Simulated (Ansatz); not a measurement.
# CHNS: the cost of one run

Method: the levels named in each step, in Ansatz 0.2.0.

## 1. Starting point

Bond lengths: C1–N2 1.169 Å, N2–S3 1.533 Å, C1–H4 1.045 Å. Angles: C1–N2–S3 180.0°, N2–C1–H4 180.0°.

Structure file:

```xyz
4

C     0.0000    0.0000   -0.7065
N     0.0000    0.0000    0.4628
S     0.0000    0.0000    1.9956
H     0.0000    0.0000   -1.7518
```

## 2. A rough first relaxation, PBE-D4/def2-SVP

Contents of input.yaml:

```yaml
crystal:
  periodic: [false, false, false]
  atoms:
    - { symbol: C, position_ang: [0.0, 0.0, -0.70653] }
    - { symbol: "N", position_ang: [0.0, 0.0, 0.46276] }
    - { symbol: S, position_ang: [0.0, 0.0, 1.99557] }
    - { symbol: H, position_ang: [0.0, 0.0, -1.7518] }
basis:
  gaussian: { orbitals: def2-SVP }
hamiltonian:
  xc: pbe
  dispersion: d4
relax:
  f_tol: 0.03
  max_steps: 200
```

Launch:

```bash
ansatz run input.yaml --threads 2 --pin off --max-ram 5120MiB --backend cpu --events-out ev --progress --plain --runs-dir out
```

What time and memory should one allow on 2 threads of Intel Xeon at 2.50GHz (Skylake/Cascade Lake), shared host?

About 24 s, with a peak of 0.13 GiB.
